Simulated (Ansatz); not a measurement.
AlH2Me (CH5Al), relaxed as a singlet with RKS PBE-D4/def2-TZVP in Ansatz, starting from the GFN2-xTB geometry. Force threshold 0.02 eV/Å.

Start:

Cartesian coordinates in Å:
```
Al -0.517 -0.818 0.452
H 0.094 -2.233 0.626
H -1.968 -0.726 0.993
C 0.445 0.703 -0.383
H 1.076 1.257 0.323
H -0.243 1.440 -0.819
H 1.113 0.377 -1.192
```

(1) Estimate the energy that the relaxation releases and the steps that it takes.

(2) Does the start keep its bonding?

(3) Predict the relaxed structure.

## Answers

(1) 0.06 eV, in 4 steps; 2.4 s on 4 threads of Arm Neoverse V2 on a shared host. No frequencies were taken in this run, so the end may be a saddle point.

(2) By distances, no bond broke or formed. The bond that changes most is Al1–H2, from 1.55 to 1.60 Å (atoms count from 1).

(3) 
```tsv
atom	x (Å)	y (Å)	z (Å)
Al1	-0.5193	-0.8136	0.4405
H2	0.1985	-2.2346	0.6016
H3	-2.0081	-0.6342	0.9985
C4	0.4262	0.6859	-0.3967
H5	1.0442	1.1995	0.3610
H6	-0.2562	1.4397	-0.8153
H7	1.1147	0.3573	-1.1897
```
Bond lengths: 1 × Al–C 1.96 Å; 3 × C–H 1.10 Å; 2 × Al–H 1.60 Å.
